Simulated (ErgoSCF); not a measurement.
# H3PO (phosphinous acid): levels of theory compared

We compute a comparison of 6 runs (HF/STO-3G, HF/3-21G, HF/def2-SVP, HF/aug-cc-pVDZ, PBE0/STO-3G, PBE0/def2-SVP) of H3PO (phosphinous acid). 

Program for the calculation: ErgoSCF 3.8.

3 further runs of the same task are left out: 3 set aside as unsound or not needed.

### Step 1. The system as given

The species is H3PO (5 atoms), meant as a singlet with charge 0. SMILES: `OP`. Geometry: relaxed at GFN2-xTB. This is one conformer, not always the lowest.

Bond lengths: O1–P2 1.645 Å, O1–H3 0.958 Å, P2–H4 1.403 Å, P2–H5 1.403 Å. Angles: O1–P2–H4 95.9°, O1–P2–H5 95.7°, P2–O1–H3 113.3°, H4–P2–H5 91.5°.

### Step 2. A single-point energy at HF/STO-3G (run 1)

ergo.in reads:

```
# H3OP
set_nthreads(1)
molecule_inline
O      0.61778926    -1.01759862     1.44471452
P      0.14280660     0.44482263    -1.25678126
H      2.08536947    -2.07849087     1.43626744
H     -2.43300349    -0.15414496    -1.44040594
H     -0.41296185     2.80541182    -0.18379476
EOF
charge = 0
basis = "STO-3G"
scf.max_number_of_iterations = 120
scf.output_mulliken_pop = 1
tmpdir = "."
scf.use_diagonalization = 1
run "HF"
```

The basis set STO-3G is read from a file made from the Basis Set Exchange's data (not shown).

Started as:

```sh
$ ergo ergo.in
```

Log:

```text
[...]
INSC SCF_general constructor, number of basis functions: 17
[...]
INSC Energy   1 =       -369.71463184807
[...]
INDE E_LUMO =          0.45189166254
[...]
INSC Energy  10 =       -412.46719920269  ( diff     -0.000000000009209 )
[...]
RESC CONVERGED after  10 iterations.
RESC FINAL ENERGY:       -412.46719920269
[...]
INSC SCF: dipole_moment_x [atomic units] =       0.27674872
INSC SCF: dipole_moment_y [atomic units] =      -0.08233402
INSC SCF: dipole_moment_z [atomic units] =      -0.29520816
[...]
```

Wall time 0.66 s (1 thread of Arm Neoverse V2, shared host); peak memory 0.26 GiB.

### Step 3. A single-point energy at HF/3-21G (run 2)

molecule.xyz reads:

```xyz
5

O      0.326920    -0.538490     0.764510
P      0.075570     0.235390    -0.665060
H      1.103530    -1.099890     0.760040
H     -1.287490    -0.081570    -0.762230
H     -0.218530     1.484560    -0.097260
```

run.inp reads:

```
# H3OP, HF
set_nthreads(1)
molecule "molecule.xyz"
basis = "3-21G"
scf.use_diagonalization = 1
scf.output_mulliken_pop = 1
charge = 0
tmpdir = "."
scf.max_number_of_iterations = 120
run "HF"
```

The basis set 3-21G is read from a file made from the Basis Set Exchange's data (not shown).

Started as:

```sh
$ ergo run.inp
```

Log:

```text
[...]
INSC SCF_general constructor, number of basis functions: 28
[...]
INSC Energy   1 =       -271.21285977122
[...]
INDE E_LUMO =          0.15716577076
[...]
INSC Energy  14 =       -415.14952633861  ( diff      0.000000000001478 )
[...]
RESC CONVERGED after  14 iterations.
RESC FINAL ENERGY:       -415.14952633861
[...]
INSC SCF: dipole_moment_x [atomic units] =       0.32788680
INSC SCF: dipole_moment_y [atomic units] =      -0.10600451
INSC SCF: dipole_moment_z [atomic units] =      -0.33865718
[...]
```

Run time: 0.86 s. Hardware: 1 thread of Arm Neoverse V2, shared host; peak memory 0.26 GiB.

Run 3 isn't shown in full; the table further down has it.

### Step 4. The energy at HF/aug-cc-pVDZ (run 4)

molecule.xyz is that of step 3.

run.inp reads:

```
set_nthreads(1)
scf.max_number_of_iterations = 120
charge = 0
basis = "aug-cc-pVDZ"
scf.use_diagonalization = 1
scf.output_mulliken_pop = 1
tmpdir = "."
molecule "molecule.xyz"
run "HF"
```

The basis set aug-cc-pVDZ is read from a file made from the Basis Set Exchange's data (not shown).

Started as:

```sh
$ ergo < run.inp
```

Log:

```text
[...]
INSC SCF_general constructor, number of basis functions: 77
[...]
INSC Energy   1 =       -131.87596820722
[...]
INDE E_LUMO =          0.03480015763
[...]
INSC Energy  15 =       -417.35483485115  ( diff     -0.000000000000853 )
[...]
RESC CONVERGED after  15 iterations.
RESC FINAL ENERGY:       -417.35483485115
[...]
INSC SCF: dipole_moment_x [atomic units] =       0.22057252
INSC SCF: dipole_moment_y [atomic units] =      -0.12694321
INSC SCF: dipole_moment_z [atomic units] =      -0.10528965
[...]
```

Wall time 31 s (1 thread of Arm Neoverse V2, shared host); peak memory 0.26 GiB.

Run 5 isn't shown in full; the table further down has it.

### Step 5. The energy at PBE0/def2-SVP (run 6)

job.ego reads:

```
set_nthreads("env")
molecule_inline
O    0.61778926  -1.01759862   1.44471452
P    0.14280660   0.44482263  -1.25678126
H    2.08536947  -2.07849087   1.43626744
H   -2.43300349  -0.15414496  -1.44040594
H   -0.41296185   2.80541182  -0.18379476
EOF
scf.output_mulliken_pop = 1
spin_polarization = 0
XC.radint = 1e-11
scf.max_number_of_iterations = 120
scf.use_diagonalization = 1
basis = "def2-SVP"
tmpdir = "."
XC.angint = 41
XC.sparse_mode = 0
run "PBE0"
```

The basis set def2-SVP is read from a file made from the Basis Set Exchange's data (not shown).

Started as:

```sh
$ ergo < job.ego
```

Log:

```text
[...]
INDF Weighted mixed functional:
[...]
INSC Energy   1 =       -189.85815256923
[...]
INDE E_LUMO =          0.01500509741
[...]
INSC Energy  13 =       -417.98651750306  ( diff     -0.000000000006025 )
[...]
RESC CONVERGED after  13 iterations.
RESC FINAL ENERGY:       -417.98651750306
[...]
INSC SCF: dipole_moment_x [atomic units] =       0.24434206
INSC SCF: dipole_moment_y [atomic units] =      -0.13940223
INSC SCF: dipole_moment_z [atomic units] =      -0.11326831
[...]
```

Run time: 5.1 s. Hardware: 1 thread of Arm Neoverse V2, shared host; peak memory 0.26 GiB.

### Step 6. All runs side by side

```tsv
run	level	integration grid	radint	energy (Eh)	dipole moment (D)	wall time
1	HF/STO-3G	–	–	-412.467199	1.05	0.66 s
2	HF/3-21G	–	–	-415.149526	1.23	0.86 s
3	HF/def2-SVP	–	–	-417.170519	0.95	4.2 s
4	HF/aug-cc-pVDZ	–	–	-417.354835	0.70	31 s
5	PBE0/STO-3G	Turbo	1e-11	-413.220130	0.84	1.3 s
6	PBE0/def2-SVP	Turbo	1e-11	-417.986518	0.77	5.1 s
```

### Step 7. What came out

```
            quantity          value
 run 6: total energy  -417.98652 Eh
run 6: dipole moment         0.77 D
```

The dipole moment (its size) runs from 0.70 D (HF/aug-cc-pVDZ) to 1.23 D (HF/3-21G). In runs 1, 5 the basis is minimal, so the values are rough. All runs together took 43 s, the longest 31 s.
